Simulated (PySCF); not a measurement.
Electric properties by functional and basis

N-methylformamide, C2H5NO.
Structure used (PBE0-D3(BJ)/def2-SVP), in Å, numbered top down from 1:
```
atom  x, y, z in Å
C1    -1.1050   -0.1167    0.0814
N2     0.2772   -0.4678   -0.1127
C3     1.2811    0.4405   -0.0350
O4     1.1452    1.6180    0.2029
H5    -1.1442    0.9596    0.2953
H6    -1.5475   -0.6616    0.9307
H7    -1.7083   -0.3188   -0.8185
H8     0.5226   -1.4255   -0.3254
H9     2.2790   -0.0277   -0.2187
```

PySCF, dipoles from the SCF density, polarisabilities from static response with core orbitals frozen. One conformer (not necessarily the lowest) at the PBE0-D3(BJ)/def2-SVP geometry, without solvent, vibrations or thermal averaging.

The anisotropy is √(½[(α1 − α2)² + (α2 − α3)² + (α3 − α1)²]).

| level | μ (D) | α (Å³) | anisotropy (Å³) |
| --- | --- | --- | --- |
| wB97X-D/def2-SVPD | 4.031 | 5.71 | 2.30 |
| PBE0/6-31G* | 3.793 | 4.54 | 2.57 |
| PBE0/def2-SVP | 3.823 | 4.64 | 2.43 |
| PBE0/6-31+G* | 4.066 | 5.27 | 2.44 |
| PBE0/aug-cc-pVDZ | 3.925 | 5.88 | 2.45 |
| PBE0/def2-TZVP | 3.937 | 5.39 | 2.43 |
| PBE0/def2-TZVPD | 3.922 | 5.88 | 2.43 |
| PBE0/aug-cc-pVTZ | 3.918 | 5.91 | 2.43 |

The dipole runs from 3.79 D (PBE0/6-31G*) to 4.07 D (PBE0/6-31+G*). No reference polarisability is at hand; against PBE0 in the largest diffuse basis at hand (aug-cc-pVTZ) the other PBE0 rows deviate by 6-31G* -23%, def2-SVP -21%, 6-31+G* -11%, aug-cc-pVDZ -1%, def2-TZVP -9%, def2-TZVPD -1%. With PBE0 the polarisability is 4.86 Å³ without diffuse functions (mean of 6-31G*, def2-SVP and def2-TZVP) and 5.74 Å³ with them (mean of 6-31+G*, aug-cc-pVDZ, def2-TZVPD and aug-cc-pVTZ).
